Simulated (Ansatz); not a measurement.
# Al3H: the cost of one run

Computed with Ansatz 0.2.0, Gaussian basis. Level: cc-pVTZ, core rule «outside noble gas», up to 15 orbitals frozen.

Plan: UHF; CCSD(T) on ROHF; CCSD(T) on UHF; BCCD(T) on ROHF; CCSDT(Q) on ROHF; CCSDT(Q) on UHF; CASSCF and NEVPT2, 9 electrons in 13 orbitals.

4 further runs of the same task are left out: 4 set aside as unsound or not needed.

## 1. The system

The geometry is a PBE0/def2-TZVP stationary point (not a proven minimum) of the parent state, kept for this charge and spin.

4 atoms, charge 1, spin multiplicity 2.

Atoms are counted from 1 here; the program's logs count them from 0.

Bond lengths: Al1–Al2 2.547 Å, Al1–Al3 2.547 Å, Al1–H4 1.599 Å, Al2–Al3 2.395 Å. Angles: Al2–Al1–Al3 56.1°, Al2–Al1–H4 152.0°, Al3–Al1–H4 152.0°, Al1–Al2–Al3 62.0°, Al1–Al3–Al2 62.0°.

## 2. UHF

The input, in.yaml:

```yaml
crystal:
  periodic: [false, false, false]
  atoms:
    - {symbol: Al, position_ang: [0.000000, 0.000002, 1.460462]}
    - {symbol: Al, position_ang: [0.000000, 1.197487, -0.787372]}
    - {symbol: Al, position_ang: [0.000000, -1.197488, -0.787370]}
    - {symbol: H, position_ang: [0.000000, 0.000003, 3.059176]}
basis:
  gaussian: {orbitals: cc-pVTZ}
total_charge: 1
magnetization: {spin_polarized: true, initial_magnetization: 1}
hamiltonian: {xc: hf}
output: {orbitals: {seedname: orbitals}}
```

Launch:

```
$ ansatz run in.yaml --threads 1 --pin off --events-out ev --progress --plain --max-ram 4096MiB --backend cpu
```

Q: Estimate wall time and peak memory on 1 thread of AMD EPYC 7R13, shared host.

About 19 s, with a peak of 0.36 GiB.
